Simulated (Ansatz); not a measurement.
# C3H4S: the cost of one run

Computed with Ansatz 0.2.0, Gaussian basis. Level: the settings change from run to run.

## Step 1: The molecule

An earlier PBE0-D4 in a triple-zeta def2 set relaxation fixed the geometry.

SMILES `SC1=CC1`, 8 atoms, charge 0, spin multiplicity 1.

Atoms are counted from 1 here; the program's logs count them from 0.

Bond lengths: S1–C2 1.707 Å, S1–H5 1.342 Å, C2–C3 1.293 Å, C2–C4 1.493 Å, C3–C4 1.499 Å, C3–H6 1.075 Å, C4–H7 1.092 Å, C4–H8 1.092 Å. Angles: C2–S1–H5 96.3°, S1–C2–C3 149.5°, S1–C2–C4 145.9°, C3–C2–C4 64.6°, C2–C3–C4 64.2°, C2–C3–H6 150.2°, C4–C3–H6 145.7°, C2–C4–C3 51.2°, C2–C4–H7 119.1°, C2–C4–H8 119.1°, C3–C4–H7 120.0°, C3–C4–H8 120.0°, H7–C4–H8 113.7°.

## Step 2: B97M-V/aug-pcseg-2

This run has charge +1, multiplicity 2, atoms shaken by 0.08 Å, density fitting with def2-universal-jkfit.

Contents of in.yaml:

```yaml
crystal:
  periodic: [false, false, false]
  atoms:
    - {symbol: S, position_ang: [-0.550604, 2.119596, -0.700809]}
    - {symbol: C, position_ang: [-0.028823, 0.366712, -0.045273]}
    - {symbol: C, position_ang: [0.837009, 0.061852, 0.771243]}
    - {symbol: C, position_ang: [-0.013608, -1.017571, 0.058757]}
    - {symbol: H, position_ang: [-1.504218, 1.528613, -1.376077]}
    - {symbol: H, position_ang: [1.614536, -0.011627, 1.728707]}
    - {symbol: H, position_ang: [0.501254, -1.464058, -0.643196]}
    - {symbol: H, position_ang: [-0.938090, -1.441707, 0.565738]}
basis:
  gaussian: {orbitals: aug-pcseg-2, fitting: {mean_field: def2-universal-jkfit}}
total_charge: 1
magnetization: {spin_polarized: true, initial_magnetization: 1}
hamiltonian: {xc: {name: B97M-V}}
```

Command:

```
$ ansatz run in.yaml --threads 2 --pin off --events-out ev --progress --plain --max-ram 4352MiB
```

Q: Estimate wall time and peak memory on 2 threads of Arm Neoverse V1, shared host.

About 31 s, with a peak of 0.63 GiB.
